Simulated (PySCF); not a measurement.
Level of theory: PBE-D3(BJ)/def2-TZVP // B3LYP-D3(BJ)/def2-TZVP run with PySCF. Isolated molecules, 0 K electronic values unless said otherwise. Excitations are Tamm–Dancoff values on a coarser integration grid. The basis has no diffuse functions, so Rydberg states are missing or too high.

Reference species (SMILES): `CC` (neutral, multiplicity 1).

| Property | Result |
|---|---|
| S1 oscillator strength | 0.000 |
| T1 excitation (TDA) | 8.56 eV |
| S1–T1 gap (TDA) | 0.32 eV |
| HOMO–LUMO gap | 8.79 eV |

After one change: the S1 oscillator strength stays essentially unchanged; the T1 excitation (TDA) falls by 2.36 eV; the S1–T1 gap (TDA) goes up by 0.43 eV; the HOMO–LUMO gap falls by 2.21 eV.

### Question
Name the change that produced these shifts. The new species is one of these.
(A) `C#CCC`
(B) `CCCl`
(C) `CCS` (C–C–S–H torsion 62°)
(D) `CCOC` (C–C–O–C torsion 73°)

### Answer
B, `CCCl`
